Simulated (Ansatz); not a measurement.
For hexagonal BN, LDA in Ansatz (plane waves, PAW) gives:

| Quantity | Value |
|---|---|
| equilibrium lattice constant a | 2.489 Å |
| lattice parameter c | 6.494 Å |

Question: What does r²SCAN-D4 (Ansatz, an electronic-structure program, PAW) give for the same quantities?

Answer: 
- lattice constant a: 2.499 Å (increases by 0.4 %)
- lattice parameter c: 6.601 Å (increases by 1.6 %)

For comparison: lattice constant a 2.504 Å (measured, 297 K, no zero-point or thermal correction; as tabulated in Ioffe Institute, New Semiconductor Materials archive); lattice parameter c 6.661 Å (measured, 297 K, not corrected to a static lattice; as tabulated in Ioffe Institute, New Semiconductor Materials archive).

Changes are worked out from the printed values.

Unless a cell is named, each level is at its own relaxed cell (LDA 8.71, r²SCAN-D4 8.92 Å³/atom).

Caveats: the cell comes from a level without a dispersion term, which matters for the spacing of layers, chains or molecules (LDA). Ansatz's density-functional and Hartree–Fock values are scalar-relativistic unless marked +SOC, with PAW data made under PBE.
